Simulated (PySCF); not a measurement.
Species: nitrogen trifluoride, NF3.
SMILES with atom numbers: `[F:1][N:2]([F:3])[F:4]`

Cartesian coordinates in Å at the PBE0-D3(BJ)/def2-SVP level; atoms count from 1:
```
atom  x, y, z in Å
F1    -0.5514    1.0728   -0.1658
N2     0.0076   -0.0031    0.4329
F3    -0.6444   -1.0331   -0.1513
F4     1.2262   -0.0619   -0.1488
```

Method used: core-valence-separated Tamm–Dancoff BHandHLYP/aug-pcX-1 in PySCF, non-relativistic, gas phase, PBE0-D3(BJ)/def2-SVP geometry. Absolute energies from this functional tend to lie a few eV below measured edges; no shift was applied.

The lowest roots of each edge with f over 0.003 (five at most, numbered afresh; weaker and dark ones are left out), with transition dipoles (au) in the frame of the coordinates:

```
root  edge  E (eV)       μx       μy       μz
   1     N  403.44   0.0124   0.1029  -0.0009
   2     N  403.44   0.1029  -0.0124   0.0007
   3     N  404.95  -0.0005   0.0009   0.0785
   4     N  411.10   0.0065   0.0185   0.0000
   5     N  411.10  -0.0185   0.0065  -0.0002
   6     F  683.88  -0.0240   0.0559  -0.0172
   7     F  683.89   0.0508   0.0328   0.0177
   8     F  683.90  -0.0339   0.0097   0.0383
   9     F  688.37  -0.0011   0.0195  -0.0003
  10     F  688.38  -0.0182  -0.0161   0.0000
```

Question: What are the oscillator strengths?

Answer: f = (2/3) ΔE |μ|², with ΔE in hartree (27.2114 eV):

```json
{"root": "1", "ΔE (Eh)": "14.8260", "|μ|² (au)": "0.010743", "f": "0.106", "core hole on": "N2"}
{"root": "2", "ΔE (Eh)": "14.8263", "|μ|² (au)": "0.010743", "f": "0.106", "core hole on": "N2"}
{"root": "3", "ΔE (Eh)": "14.8817", "|μ|² (au)": "0.006163", "f": "0.061", "core hole on": "N2"}
{"root": "4", "ΔE (Eh)": "15.1078", "|μ|² (au)": "0.000384", "f": "0.004", "core hole on": "N2"}
{"root": "5", "ΔE (Eh)": "15.1078", "|μ|² (au)": "0.000385", "f": "0.004", "core hole on": "N2"}
{"root": "6", "ΔE (Eh)": "25.1323", "|μ|² (au)": "0.003997", "f": "0.067", "core hole on": "F1/F3/F4"}
{"root": "7", "ΔE (Eh)": "25.1326", "|μ|² (au)": "0.003970", "f": "0.066", "core hole on": "F1/F3/F4"}
{"root": "8", "ΔE (Eh)": "25.1329", "|μ|² (au)": "0.002710", "f": "0.045", "core hole on": "F1/F3/F4"}
{"root": "9", "ΔE (Eh)": "25.2972", "|μ|² (au)": "0.000382", "f": "0.006", "core hole on": "F1/F3/F4"}
{"root": "10", "ΔE (Eh)": "25.2973", "|μ|² (au)": "0.000590", "f": "0.010", "core hole on": "F1/F3/F4"}
```

Question: Molecules are fixed in this frame and the field points along (1, 1, 0)/√2. What effective strengths 3 f cos²θ do the roots have (θ between field and μ)?

Answer: root 1 (N2): 0.197, root 2 (N2): 0.121, root 3 (N2): 0.000, root 4 (N2): 0.009, root 5 (N2): 0.002, root 6 (F1/F3/F4): 0.026, root 7 (F1/F3/F4): 0.176, root 8 (F1/F3/F4): 0.015, root 9 (F1/F3/F4): 0.009, root 10 (F1/F3/F4): 0.030. Root 1 is the strongest. Averaged over all orientations cos²θ is 1/3, which gives f back. For degenerate partners only the sum has meaning, as the program may mix them freely.

